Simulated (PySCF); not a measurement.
H4N2. Atoms are numbered in the order given.

```xyz
6

N      0.7083     0.0978     0.0736
N     -0.7083    -0.0978     0.0736
H      1.1441    -0.7816     0.3186
H      1.0600     0.3861    -0.8341
H     -1.1441     0.7816     0.3186
H     -1.0600    -0.3861    -0.8341
```

Geometry optimised at B3LYP-D3(BJ)/def2-TZVP.

Computed with PBE0/def2-TZVPD (PySCF).

Symmetry labels are those of the subgroup C2 that the program uses (full group C2).

Computed valence orbital energies around the gap with their symmetry:
```csv
orbital,symmetry,energy (eV)
HOMO−7,B,-391.56
HOMO−6,A,-26.54
HOMO−5,B,-21.01
HOMO−4,A,-14.13
HOMO−3,B,-13.77
HOMO−2,A,-12.78
HOMO−1,B,-7.36
HOMO,A,-7.24
LUMO,A,0.35
LUMO+1,B,1.13
LUMO+2,A,2.19
LUMO+3,B,2.39
```
